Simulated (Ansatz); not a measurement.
# H4NS: the cost of one run

Program: Ansatz 0.2.0. Level of theory: UKS CAM-B3LYP-D4/cc-pVDZ. These are calculated values, not measurements.

## 1. The structure to begin with

Bond lengths: N2–H4 1.015 Å, N2–H5 1.015 Å, S3–H6 1.329 Å. Angles: H4–N2–H5 107.7°.

As a file:

```xyz
6

H    -0.0400    0.1313   -0.2278
N     1.0763   -0.4923    0.1414
S    -1.6237    0.8715   -0.6318
H     1.2859   -1.1111   -0.6351
H     0.7970   -1.0683    0.9292
H    -1.4955    1.6690    0.4241
```

## 2. Run 1

150 steps of 0.5 fs at constant energy, with velocities drawn for 1000 K.

File input.yaml:

```yaml
crystal:
  periodic: [false, false, false]
  atoms:
    - { symbol: H, position_ang: [-0.04, 0.1313, -0.2278] }
    - { symbol: "N", position_ang: [1.0763, -0.4923, 0.1414] }
    - { symbol: S, position_ang: [-1.6237, 0.8715, -0.6318] }
    - { symbol: H, position_ang: [1.2859, -1.1111, -0.6351] }
    - { symbol: H, position_ang: [0.797, -1.0683, 0.9292] }
    - { symbol: H, position_ang: [-1.4955, 1.669, 0.4241] }
magnetization:
  spin_polarized: true
  initial_magnetization: 1
basis:
  gaussian: { orbitals: cc-pVDZ }
hamiltonian:
  xc: cam_b3lyp
  dispersion: d4
md:
  timestep: 0.5
  n_steps: 150
  ensemble: nve
  temperature: 1000.0
  initial_velocities: maxwell_boltzmann
  seed: 173610
```

On the command line:

```bash
$ ansatz run input.yaml --threads 1 --pin off --max-ram 2048MiB --backend cpu --events-out ev --progress --plain --runs-dir out
```

**Question.** How long does this run take on 1 thread of Arm Neoverse V2, shared host, and how much memory does it need?

About 7.5 min, with a peak of 0.13 GiB.
